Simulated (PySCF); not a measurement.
Compound: C3H4FN.
InChI=1S/C3H4FN/c1-3(4)2-5/h3H,1H3/t3-/m1/s1

All values: CAM-B3LYP/def2-SVPD (PySCF, non-relativistic), on one gas-phase PBE0-D3(BJ)/def2-SVP geometry that isn't relaxed in the solvent. The solvent is an IEF-PCM continuum (Bondi radii, 1.10 Å for H, scaled by 1.2), and excitations are vertical TDDFT with non-equilibrium linear response and a frozen core. Specific hydrogen bonds and non-electrostatic terms are outside this model.

| run | E − E(gas) (kJ/mol) | HOMO (eV) | HOMO–LUMO gap (eV) | dipole (D) | lowest singlet (eV) | static polarisability (au) |
| --- | --- | --- | --- | --- | --- | --- |
| gas | 0.00 | -11.26 | 11.98 | 3.70 | 7.25 | 41.3 |
| P | -20.35 | -11.23 | 12.03 | 4.41 | 7.28 | 49.1 |
| Q | -27.93 | -11.21 | 12.01 | 4.68 | 7.29 | 52.6 |

Q: The runs were made in acetonitrile and chloroform. Which run belongs to which solvent?

A: P = chloroform, Q = acetonitrile. The dielectric constants are 4.711 (chloroform), 35.69 (acetonitrile), and the energy falls further as ε rises. The optical constants n² used for the excitations are 2.09, 1.81 in the same order. In this model the ground state sees the solvent through ε alone.

Q: How constant is the ratio of the lowering to (ε − 1)/(2ε + 1)?

A: 
| solvent | (ε − 1)/(2ε + 1) | E − E(gas) (kJ/mol) | ratio (kJ/mol) | polarisation term (kJ/mol) |
| --- | --- | --- | --- | --- |
| chloroform | 0.356 | -20.35 | -57.1 | -23.41 |
| acetonitrile | 0.479 | -27.93 | -58.3 | -33.77 |

The ratio changes by +2.0 % in size from chloroform to acetonitrile. The polarisation term is half the interaction of the solute with the induced surface charges.
